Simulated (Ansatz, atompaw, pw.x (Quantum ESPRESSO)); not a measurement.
**pw.x on bcc Be: one setting changed**

Potential: PAW, atompaw 4.2.0.5, LDA (PW92); core [He], reference 2s2 2p0; waves: 2s (bound): rc 3.00 bohr; 2s channel at 0.05 Ry: rc 3.00 bohr; 2p (bound, empty): rc 3.00 bohr; 2p channel at 0.65 Ry: rc 3.00 bohr; 3d channel at 0.4 Ry: rc 3.00 bohr; 3d channel at 2.65 Ry: rc 3.00 bohr; local part: troulliermartins scheme with l = 3 at 0 Ry, radius 2.50 bohr; core correction: smooth core density matched at 2.80 bohr; augmentation: sinc compensation charge, radius 2.80 bohr; PAW radius 3.00 bohr; waves and projectors: custom rrkj gramschmidtortho.

The reference run (k-mesh 18³, cutoffs 40/400 Ry, Fermi–Dirac 0.01 Ry, mixing_beta 0.4, conv_thr 1e-9, no spin) gives -0.88 GPa at 7.463 Å³/atom, where all-electron LAPW gives -0.13 GPa. This run, with its own iteration cap, changes k-mesh points per axis to 4.

```
&control
  calculation='scf', prefix='x', pseudo_dir='./', outdir='./tmp', tstress=.true., disk_io='none'
/
&system
  ibrav=0, nat=1, ntyp=1, ecutwfc=40, ecutrho=400, nbnd=8,
  occupations='smearing', smearing='fd', degauss=0.01
/
&electrons
  conv_thr=1e-09, mixing_beta=0.4, electron_maxstep=60
/
ATOMIC_SPECIES
Be 1.0 Be.UPF
CELL_PARAMETERS angstrom
  -1.23107492 1.23107492 1.23107492
  1.23107492 -1.23107492 1.23107492
  1.23107492 1.23107492 -1.23107492
ATOMIC_POSITIONS crystal
Be 0.0000 0.0000 0.0000
K_POINTS automatic
4 4 4 0 0 0
```

```bash
pw.x < Be.scf.in > Be.scf.out
```

How does the run end?

It converges in 6 iterations; the free energy moves by +48.7 meV/atom and the pressure by +1.93 GPa.

```
Message from routine setup:
     using ibrav=0 with symmetry is DISCOURAGED, use correct ibrav instead
     lattice parameter (alat)  =       4.0294  a.u.
     unit-cell volume          =      50.3628 (a.u.)^3
     number of electrons       =         2.00
     number of Kohn-Sham states=            8
     kinetic-energy cutoff     =      40.0000  Ry
     charge density cutoff     =     400.0000  Ry
     scf convergence threshold =      1.0E-09
     Exchange-correlation= SLA PW NOGX NOGC
     number of k points=     8  Fermi-Dirac smearing, width (Ry)=  0.0100
     iteration #  1     ecut=    40.00 Ry     beta= 0.40
     total energy              =      -6.44935025 Ry
     estimated scf accuracy    <       0.00242889 Ry
     iteration #  2     ecut=    40.00 Ry     beta= 0.40
     total energy              =      -6.44017321 Ry
     estimated scf accuracy    <       0.00085706 Ry
     iteration #  3     ecut=    40.00 Ry     beta= 0.40
     total energy              =      -6.44068473 Ry
     estimated scf accuracy    <       0.00000147 Ry
     iteration #  4     ecut=    40.00 Ry     beta= 0.40
     total energy              =      -6.44068613 Ry
     estimated scf accuracy    <       0.00000007 Ry
     iteration #  5     ecut=    40.00 Ry     beta= 0.40
     total energy              =      -6.44068613 Ry
     estimated scf accuracy    <          1.9E-09 Ry
     iteration #  6     ecut=    40.00 Ry     beta= 0.40
     the Fermi energy is     9.8272 ev
!    total energy              =      -6.44068613 Ry
     estimated scf accuracy    <          1.3E-10 Ry
     smearing contrib. (-TS)   =      -0.00205403 Ry
     convergence has been achieved in   6 iterations
          total   stress  (Ry/bohr**3)                   (kbar)     P=       10.48
     Message from routine punch:
     Nothing written, as per user request (disk_io='none')
```

The run took about 1.5 s on one core of a shared host (Intel(R) Xeon(R) 6975P-C, 96 threads, 744 GiB, load 62).
